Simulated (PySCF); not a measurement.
# CH3FO (SMILES OCF): a chain of runs

Wanted: a structure relaxation (mPWPW91/ma-def2-SVP), then the harmonic vibrations, then the energy (CCSD(T)/6-311+G**), then energy and one-electron properties (PBE50/6-311G) of CH3FO. Input form: a Python script.

The calculation is run with PySCF 2.14.0.

## Step 1: The molecule

CH3FO: 6 atoms, total charge 0, spin state singlet. SMILES: `OCF`. All atoms were displaced at random from a relaxed shape. The run starts from this shape.

Bond lengths: O1–C2 1.133 Å, C2–F3 1.347 Å, O1–H4 0.904 Å, C2–H5 1.129 Å, C2–H6 1.199 Å. Angles: O1–C2–F3 116.8°, O1–C2–H5 113.2°, O1–C2–H6 118.2°, F3–C2–H5 100.2°, F3–C2–H6 109.0°, C2–O1–H4 117.4°, H5–C2–H6 96.2°.

## Step 2: A structure relaxation at mPWPW91/ma-def2-SVP (density fitting) (run 1)

job.py reads:

```python
# OCF
from pyscf import gto, dft
from pyscf import df
from pyscf.geomopt.geometric_solver import kernel as optimise

system = gto.M(
    atom='''
O     -0.721992    -0.643225    -0.225624
C      0.110167    -0.009107     0.209877
F     -0.071709     1.324979     0.195211
H     -0.920192    -0.525098    -1.099403
H      1.075839    -0.085876    -0.369050
H      0.569001    -0.328130     1.271116
''',
    verbose=4,
    max_memory=1860,
    basis='ma-def2-svp',
)

mf = dft.RKS(system)
mf.xc = 'mpw91,pw91'
mf = mf.density_fit(auxbasis=df.aug_etb(system, beta=2.0))
converged, mol_eq = optimise(mf, maxsteps=100)
print('converged:', converged)
print(mol_eq.tostring())

mf.reset(mol_eq)
system = mol_eq
mf.kernel()
energy = mf.e_tot
print('Final energy', energy)
```

Started as:

```bash
OMP_NUM_THREADS=1 python job.py
```

The program printed:

```text
PySCF version 2.14.0

[... 70 lines left out ...]
> Convergence Criteria:
[... 80 lines left out ...]
converged SCF energy = -214.697921126098
[... 169 lines left out ...]
converged SCF energy = -214.783166901638
[... 247 lines left out ...]
converged SCF energy = -214.785770577017
[... 239 lines left out ...]
converged SCF energy = -214.785810650174
[... 80 lines left out ...]
converged SCF energy = -214.785810650217
Final energy -214.78581065021672
```

Run time: 40 s. Hardware: 1 thread of Arm Neoverse V1, shared host; peak memory 0.6 GiB.

Steps, from the record of the run:

```csv
step,energy from the first frame kept (eV),largest force (eV/Å)
0,0.0000,20.1095
1,-2.0086,6.5015
2,-2.3197,2.4101
3,-2.3741,0.9637
4,-2.3874,0.4524
5,-2.3905,0.2436
6,-2.3915,0.0629
7,-2.3916,0.0236
8,-2.3916,0.0071
```

After the run. Bond lengths: O1–C2 1.379 Å, C2–F3 1.405 Å, O1–H4 0.981 Å, C2–H5 1.115 Å, C2–H6 1.108 Å. Angles: O1–C2–F3 111.4°, O1–C2–H5 113.2°, O1–C2–H6 107.2°, F3–C2–H5 105.7°, F3–C2–H6 107.6°, C2–O1–H4 110.1°, H5–C2–H6 111.6°.

## Step 3: The harmonic vibrations at mPWPW91/ma-def2-SVP (density fitting) (run 2)

job.py reads:

```python
from pyscf import gto, dft, symm
from pyscf import df
from pyscf.hessian import thermo

molecule = gto.M(
    atom='''
O       -0.601846      -1.017303      -0.279104
C        0.465520      -0.255692       0.148479
F        0.144376       1.112266       0.170565
H       -0.767259      -0.861154      -1.233478
H        1.361193      -0.344920      -0.509516
H        0.690911      -0.563873       1.189066
''',
    spin=0,
    charge=0,
    verbose=4,
    max_memory=1860,
    basis='ma-def2-svp',
)

mf = dft.RKS(molecule)
mf.xc = 'mpw91,pw91'
mf = mf.density_fit(auxbasis=df.aug_etb(molecule, beta=2.0))
mf.kernel()

e_final = mf.e_tot
print('E(%s) = %.9f' % ('MPWPW91', e_final))
hess = mf.Hessian().kernel()
modes = thermo.harmonic_analysis(molecule, hess)
thermo.dump_normal_mode(molecule, modes)
symm.geom.TOLERANCE = 1e-3  # for the symmetry number
th = thermo.thermo(mf, modes['freq_au'], 1200, 101325)
thermo.dump_thermo(molecule, th)
```

Started as:

```bash
OMP_NUM_THREADS=1 python job.py
```

The program printed:

```text
PySCF version 2.14.0

[... 91 lines left out ...]
converged SCF energy = -214.785810650374
[... 67 lines left out ...]
Gibbs free energy [Eh] -214.87628
```

Run time: 42 s. Hardware: 1 thread of Arm Neoverse V1, shared host; peak memory 0.83 GiB.

## Step 4: A single-point energy at CCSD(T)/6-311+G(d,p) (run 3)

input.py reads:

```python
# OCF
from pyscf import gto, cc

mol = gto.M(
    atom=[
    ('O', (-0.815288, -0.745618, -0.199132)),
    ('C', (0.252078, 0.015993, 0.228451)),
    ('F', (-0.069066, 1.383951, 0.250537)),
    ('H', (-0.980701, -0.589469, -1.153506)),
    ('H', (1.147751, -0.073235, -0.429544)),
    ('H', (0.477469, -0.292188, 1.269038)),
],
    verbose=4,
    charge=0,
    basis='6-311+g**',
    max_memory=1860,
)

mf = mol.RHF()
mf.kernel()

mycc = cc.CCSD(mf, frozen=3)
mycc.kernel()
e_t = mycc.ccsd_t()
energy = mycc.e_tot + e_t
print('Final energy', energy)
mf.analyze()
```

Started as:

```bash
OMP_NUM_THREADS=1 python input.py
```

The program printed:

```text
PySCF version 2.14.0

[... 102 lines left out ...]
MO #4   energy= -1.59641039828058  occ= 2
[... 15 lines left out ...]
MO #20  energy= 0.268863045345135  occ= 0
[... 15 lines left out ...]
MO #36  energy= 0.816842407198718  occ= 0
[... 15 lines left out ...]
MO #52  energy= 1.98943004567921   occ= 0
[... 15 lines left out ...]
MO #68  energy= 3.98105413925754   occ= 0
[... 15 lines left out ...]
MO #84  energy= 68.7674969166807   occ= 0
[... 93 lines left out ...]
Dipole moment(X, Y, Z, Debye):  1.33311, -1.17868, -1.30500
```

Wall time 30 s (1 thread of Arm Neoverse V1, shared host); peak memory 0.41 GiB.

## Step 5: The charge distribution at PBE50/6-311G (density fitting with def2-universal-jkfit, Cartesian functions) (run 4)

calc.py reads:

```python
# OCF
import numpy
from pyscf import gto, scf, dft, lo

mol = gto.Mole()
mol.atom = '''
O       -0.815288      -0.745618      -0.199132
C        0.252078       0.015993       0.228451
F       -0.069066       1.383951       0.250537
H       -0.980701      -0.589469      -1.153506
H        1.147751      -0.073235      -0.429544
H        0.477469      -0.292188       1.269038
'''
mol.basis = '6-311g'
mol.max_memory = 1860
mol.verbose = 4
mol.cart = True
mol.build()

myscf = dft.RKS(mol)
myscf.xc = 'pbe50'
myscf = myscf.density_fit(auxbasis='def2-universal-jkfit')
myscf.kernel()

energy = myscf.e_tot
print('E = %.10f Eh' % energy)
dip = myscf.dip_moment()
pop, q = myscf.mulliken_pop()
quad = myscf.quad_moment()
occ = myscf.mo_coeff[:, myscf.mo_occ > 0]
iaos = lo.vec_lowdin(lo.iao.iao(mol, occ), myscf.get_ovlp())
c = iaos.T @ myscf.get_ovlp() @ occ
pop_iao, q_iao = scf.hf.mulliken_pop(lo.iao.reference_mol(mol), (c * myscf.mo_occ[myscf.mo_occ > 0]) @ c.T, numpy.eye(c.shape[0]), verbose=0)
print('IAO charges', numpy.round(q_iao, 4))
```

Started as:

```bash
OMP_NUM_THREADS=1 python calc.py
```

The program printed:

```text
PySCF version 2.14.0

[... 77 lines left out ...]
converged SCF energy = -214.744487133752
[... 1 line left out ...]
Dipole moment(X, Y, Z, Debye):  1.41180, -1.09866, -1.50045
[... 58 lines left out ...]
IAO charges [-0.5145  0.1863 -0.3483  0.3618  0.1388  0.1759]
```

It took 3.3 s on 1 thread of Arm Neoverse V1, shared host; peak memory 0.24 GiB.

Atomic charges (e):

```csv
atom,Mulliken,IAO
O1,-0.614,-0.514
C2,+0.218,+0.186
F3,-0.381,-0.348
H4,+0.399,+0.362
H5,+0.175,+0.139
H6,+0.202,+0.176
```

## Step 6: What came out

```
                                                                           quantity             value
                                run 1, mPWPW91/ma-def2-SVP: total energy at the end     -214.78581 Eh
                                          run 1, mPWPW91/ma-def2-SVP: dipole moment            1.99 D
                                            run 1, mPWPW91/ma-def2-SVP: HOMO energy          -7.64 eV
                                            run 1, mPWPW91/ma-def2-SVP: LUMO energy          -0.69 eV
                                          run 1, mPWPW91/ma-def2-SVP: HOMO–LUMO gap           6.95 eV
                             run 2, mPWPW91/ma-def2-SVP: lowest harmonic wavenumber          414 cm⁻¹
                            run 2, mPWPW91/ma-def2-SVP: highest harmonic wavenumber         3550 cm⁻¹
                                      run 2, mPWPW91/ma-def2-SVP: zero-point energy      113.8 kJ/mol
run 2, mPWPW91/ma-def2-SVP: ideal-gas entropy at 1200 K (symmetry number 1 as used)  87.6 cal/(mol K)
                                             run 3, CCSD(T)/6-311+G**: total energy     -214.56706 Eh
                     run 3, CCSD(T)/6-311+G**: dipole moment (Hartree–Fock density)            2.21 D
                      run 3, CCSD(T)/6-311+G**: HOMO energy (Hartree–Fock orbitals)         -13.62 eV
                      run 3, CCSD(T)/6-311+G**: LUMO energy (Hartree–Fock orbitals)           1.86 eV
                    run 3, CCSD(T)/6-311+G**: HOMO–LUMO gap (Hartree–Fock orbitals)          15.49 eV
              run 3, CCSD(T)/6-311+G**: correlation energy (3 core orbitals frozen)        -596.1 mEh
                                           run 3, CCSD(T)/6-311+G**: (T) correction        -16.54 mEh
                                            run 3, CCSD(T)/6-311+G**: T1 diagnostic             0.013
                                                  run 4, PBE50/6-311G: total energy     -214.74449 Eh
                                                 run 4, PBE50/6-311G: dipole moment            2.33 D
                                                   run 4, PBE50/6-311G: HOMO energy         -10.89 eV
                                                   run 4, PBE50/6-311G: LUMO energy           1.83 eV
                                                 run 4, PBE50/6-311G: HOMO–LUMO gap          12.71 eV
```

In words: The optimisation (run 1, mPWPW91/ma-def2-SVP) took 8 steps and changed the energy by -2.392 eV. All 12 modes (run 2, mPWPW91/ma-def2-SVP) are real, so the shape is a minimum at this level. The triples (run 3, CCSD(T)/6-311+G**) make up 2.8 % of the correlation energy.
